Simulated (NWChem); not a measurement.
# Correlation energy of isobutene (C4H8)

SMILES: C=C(C)C
```xyz
12

C     -1.2771     0.0000    -0.6812
C      0.0000     0.0000     0.1208
C      1.2771     0.0000    -0.6812
C      0.0000     0.0000     1.4702
H     -1.3299    -0.8886    -1.3479
H     -1.3299     0.8886    -1.3479
H     -2.1762     0.0000    -0.0350
H      1.3299    -0.8886    -1.3479
H      2.1762     0.0000    -0.0350
H      1.3299     0.8886    -1.3479
H      0.9401     0.0000     2.0449
H     -0.9401     0.0000     2.0449
```
Charge 0, spin multiplicity 1.

Program: NWChem. All single points use one geometry, from PBE/def2-SVP, a minimum by its harmonic frequencies.

Basis set: 6-31G*. Each correlation energy counts from its own Hartree-Fock reference.

The correlated methods keep 4 core orbitals frozen. The Pople sets run with spherical d functions. Coupled-cluster values serve here as a point of comparison, not as the truth.

```tsv
method	correlation energy (mHa)
MP2	-514.9
SCS-MP2	-513.4
CR-CCSD[T]	[?]
CR-CCSD(T)	[?]
CCSD	-565.5
CCSD+T(CCSD)	-584.4
CCSD(T)	[?]
```

Question: Complete the blanks.

Answer: 
- CR-CCSD[T], correlation energy (mHa): -579.5
- CR-CCSD(T), correlation energy (mHa): -578.9
- CCSD(T), correlation energy (mHa): -583.6
